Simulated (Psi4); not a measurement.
# C2H6B (SMILES [CH2]BC): UB3LYP/6-31G(d) (density fitting with def2-universal-jkfit, spherical functions, sweep point 3)

What is the vertical ionisation energy of C2H6B at UB3LYP/6-31G* (density fitting with def2-universal-jkfit, spherical functions, sweep point 3)? 

Program for the calculation: Psi4 1.11.

2 further runs of the same task are left out: 2 set aside as unsound or not needed.

**1. The system as given**

C2H6B has 9 atoms, charge 0, and is taken as a doublet. As SMILES, `[CH2]BC`. The shape is that of a PBE0-D4/def2-TZVP optimisation. This is one conformer, not always the lowest.

Bond lengths: C1–B2 1.531 Å, B2–C3 1.561 Å, C1–H4 1.088 Å, C1–H5 1.087 Å, B2–H6 1.202 Å, C3–H7 1.092 Å, C3–H8 1.097 Å, C3–H9 1.097 Å. Some angles: C1–B2–C3 122.9°, C1–B2–H6 118.3°, C3–B2–H6 118.8°, B2–C1–H4 122.7°, B2–C1–H5 123.3°, B2–C3–H7 115.2°, B2–C3–H8 109.8°, B2–C3–H9 110.0°, H4–C1–H5 113.9°, H7–C3–H8 108.4°.

**2. The energy at UB3LYP/6-31G(d) (density fitting with def2-universal-jkfit, spherical functions, sweep point 3)**

The input, job.in:

```
memory 1600 MB

molecule system {
  0 2
  C     -0.840100     0.743300    -1.023500
  B      0.191800     0.540800     0.089100
  C      0.525000    -0.860100     0.691800
  H     -1.406600    -0.078400    -1.457800
  H     -1.074500     1.714900    -1.450600
  H      0.769100     1.506600     0.513000
  H     -0.036500    -1.695300     0.267500
  H      1.596100    -1.069200     0.576400
  H      0.364200    -0.849200     1.777100
  symmetry c1
}

set {
  reference uks
  puream true
  scf_type df
  dft_radial_points 99
  dft_spherical_points 590
  df_basis_scf def2-universal-jkfit
  maxiter 100
}

energy('b3lyp/6-31G*')
```

Run with:

```console
$ psi4 -n 1 job.in job.out
```

job.out:

```text
[...]
  Running in c1 symmetry.
[...]
  Nuclear repulsion =   60.660846416013079
[...]
  Multiplicity = 2
[...]
  Nalpha       = 12
  Nbeta        = 11
[...]
    Number of basis functions: 54
[...]
   @DF-UKS iter   1:  -104.35687212928909   -5.02143e-01   1.25990e-02 ADIIS/DIIS
[...]
   @DF-UKS iter   9:  -104.61794978793138   -1.21066e-08   4.21154e-07 DIIS
[...]
   @S^2 Observed:                7.523103861E-01
[...]
    Orbital Energies [Eh]
    ---------------------
    Alpha Occupied:
       1A    -10.191677     2A    -10.141763     3A     -6.727594
       4A     -0.706019     5A     -0.672317     6A     -0.465158
       7A     -0.433201     8A     -0.395591     9A     -0.390173
      10A     -0.328956    11A     -0.305914    12A     -0.257470
    Alpha Virtual:
      13A      0.018081    14A      0.116503    15A      0.137209
      16A      0.149279    17A      0.175484    18A      0.178873
      19A      0.223052    20A      0.293205    21A      0.307875
      22A      0.459853    23A      0.466778    24A      0.484554
      25A      0.499392    26A      0.586115    27A      0.591747
[...]
  @DF-UKS Final Energy:  -104.61794978793138
   => Energetics <=
    Nuclear Repulsion Energy =             60.6608464160130794
    One-Electron Energy =                -258.8722231924042489
    Two-Electron Energy =                 107.4717932216581460
    DFT Exchange-Correlation Energy =     -13.8783662331983457
    Empirical Dispersion Energy =           0.0000000000000000
    VV10 Nonlocal Energy =                  0.0000000000000000
    Total Energy =                       -104.6179497879313800
[...]
 Multipole Moments:
 ------------------------------------------------------------------------------------
     Multipole            Electronic (a.u.)      Nuclear  (a.u.)        Total (a.u.)
 ------------------------------------------------------------------------------------
 L = 1.  Multiply by 2.5417464519 to convert [e a0] to [Debye]
 Dipole X            :         -0.4013103            0.1813188           -0.2199915
 Dipole Y            :          1.3081217           -1.4208773           -0.1127556
 Dipole Z            :         -0.6519742            0.4419178           -0.2100564
 Magnitude           :                                                    0.3243975
[...]
```

Run time: 35 s. Hardware: 1 thread of Intel Xeon at 2.50GHz (Skylake/Cascade Lake), shared host; peak memory 0.96 GiB.

**3. The singlet cation at the same level**

The input, c2h6b.inp:

```
memory 1.6 GB

molecule {
  1 1
  C     -0.840100     0.743300    -1.023500
  B      0.191800     0.540800     0.089100
  C      0.525000    -0.860100     0.691800
  H     -1.406600    -0.078400    -1.457800
  H     -1.074500     1.714900    -1.450600
  H      0.769100     1.506600     0.513000
  H     -0.036500    -1.695300     0.267500
  H      1.596100    -1.069200     0.576400
  H      0.364200    -0.849200     1.777100
  symmetry c1
}

set puream true
set scf_type df
set dft_radial_points 99
set dft_spherical_points 590
set df_basis_scf def2-universal-jkfit

energy("b3lyp/6-31G*")
print_variables()
```

Run with:

```console
$ psi4 c2h6b.inp c2h6b.out -n 1
```

c2h6b.out:

```text
[...]
  Running in c1 symmetry.
[...]
  Nuclear repulsion =   60.660846416013079
[...]
  Multiplicity = 1
[...]
  Nalpha       = 11
  Nbeta        = 11
[...]
    Number of basis functions: 54
[...]
   @DF-RKS iter   1:  -104.08118427876283   -2.26456e-01   1.04765e-02 ADIIS/DIIS
[...]
   @DF-RKS iter  10:  -104.25280264980398   -2.76163e-08   4.61051e-07 DIIS
[...]
    Orbital Energies [Eh]
    ---------------------
    Doubly Occupied:
       1A    -10.571364     2A    -10.354047     3A     -6.989307
       4A     -1.004248     5A     -0.897834     6A     -0.748272
       7A     -0.738294     8A     -0.623540     9A     -0.595179
      10A     -0.569962    11A     -0.535273
[...]
  @DF-RKS Final Energy:  -104.25280264980398
   => Energetics <=
    Nuclear Repulsion Energy =             60.6608464160130794
    One-Electron Energy =                -252.7661817287634562
    Two-Electron Energy =                 101.4693469506380552
    DFT Exchange-Correlation Energy =     -13.6168142876916498
    Empirical Dispersion Energy =           0.0000000000000000
    VV10 Nonlocal Energy =                  0.0000000000000000
    Total Energy =                       -104.2528026498039821
[...]
 Multipole Moments:
 ------------------------------------------------------------------------------------
     Multipole            Electronic (a.u.)      Nuclear  (a.u.)        Total (a.u.)
 ------------------------------------------------------------------------------------
 L = 1.  Multiply by 2.5417464519 to convert [e a0] to [Debye]
 Dipole X            :         -1.1257508            0.1813188           -0.9444320
 Dipole Y            :          1.9589251           -1.4208773            0.5380478
 Dipole Z            :         -1.5272681            0.4419178           -1.0853503
 Magnitude           :                                                    1.5360445
[...]
```

It took 23 s on 1 thread of Intel Xeon at 2.50GHz (Skylake/Cascade Lake), shared host; peak memory 0.97 GiB.

**4. Outcome**

At UB3LYP/6-31G* (density fitting with def2-universal-jkfit, spherical functions, sweep point 3):

```
                                          quantity          value
                       doublet C2H6B: total energy  -104.61795 Eh
                      doublet C2H6B: dipole moment         0.82 D
 doublet C2H6B: HOMO energy (highest over α and β)       -7.01 eV
  doublet C2H6B: LUMO energy (lowest over α and β)       -3.25 eV
                               doublet C2H6B: ⟨S²⟩          0.752
                      singlet cation: total energy  -104.25280 Eh
                       singlet cation: HOMO energy      -14.57 eV
                       singlet cation: LUMO energy      -12.71 eV
                     singlet cation: HOMO–LUMO gap        1.85 eV
vertical ionisation energy (to the singlet cation)       9.936 eV
```

The vertical ionisation energy comes to 9.94 eV (229 kcal/mol). Only the singlet of the ionised species was computed; a triplet could lie lower.
